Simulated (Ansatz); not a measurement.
Harmonic frequencies (cm⁻¹) at PBE0-D4/def2-TZVP from Ansatz: 1404, 1404, 1417, 3033, 3231, 3231.

Q: Which molecule is it?
A. `[CH3+]`
B. `Cl[B+]Cl`
C. `F[H-]F`
D. `[SiH3-]`

A: A.
